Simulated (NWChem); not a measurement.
## Dipole moment of CS

SMILES: [C-]#[S+]
```xyz
2

C      0.0000     0.0000     1.1192
S      0.0000     0.0000    -0.4197
```
Charge 0, spin multiplicity 1.

The numbers come from NWChem runs, not from measurements. Structure: optimised with B3LYP/def2-SVP, a minimum by its harmonic frequencies.

Basis set: 6-31G*. The CCSD dipole comes from the Λ equations, without orbital relaxation.

```csv
method,dipole moment (D),difference from CCSD
PBE,1.61,-0.21
HF,1.24,-0.59
BHandHLYP,1.46,-0.36
B3LYP,1.56,-0.27
CCSD,1.83,0.00
```

The values span 0.59 D, from HF (lowest) to CCSD (highest). 

The correlated methods keep 6 core orbitals frozen. B3LYP has NWChem's definition, with VWN1-RPA local correlation. The Pople sets run with spherical d functions. The structure started from a generated list of species. No row is a measurement; the coupled-cluster row has its own basis-set and correlation limits.
